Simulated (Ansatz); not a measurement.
# How far each method lies from full CI for HOBe, doublet

Geometry: a point of a stretch scan, not a stationary point.

```xyz
3

O     0.0000    0.0000   -0.6988
Be    0.0000    0.0000    2.3412
H     0.0000    0.0000   -1.6423
```

Basis 6-31G; Ansatz 0.2.0. Correlated methods freeze the noble-gas cores, which leaves 9 electrons in 18 orbitals. R marks a restricted (for open shells ROHF) determinant. Active spaces: pair = (3e, 3o) about the gap; valence = (9e, 9o) chosen from the atoms' valence shells.

Full CI is exact within this basis and frozen core; it isn't the basis-set limit.

For open shells CISD is restricted-active-space CI with the open shells as a complete middle space.

```
UHF ⟨S²⟩                          : 0.969
T1 diagnostic (RCCSD)             : 0.0116
largest doubles amplitude (RCCSD) : 0.175
```

Question: From what is known of these methods and the diagnostics, rank them by the size of their error in total energy against full CI in 6-31G, smallest first (an estimate: the text doesn't fix the numbers).
A. NEVPT2 (valence space)
B. RCCSD(T)
C. RHF
D. CASSCF (pair space)
E. MRCISD (valence space)

Answer: B (0.21 kcal/mol), E (1.43 kcal/mol), A (8.53 kcal/mol), D (76.52 kcal/mol), C (91.33 kcal/mol).

All errors are against full CI in 6-31G. Within each family the higher level lies nearer, as is usual though not guaranteed.

The full-CI state has the irrep B1 of C2v, in the program's axes (one component, if the state is degenerate).

Natural occupations of full CI about the gap: 1.988 1.982 1.970 1.801 0.994 0.070 0.069 0.059 0.028 0.017; effectively unpaired electrons, Σ n²(2−n)², 1.19.
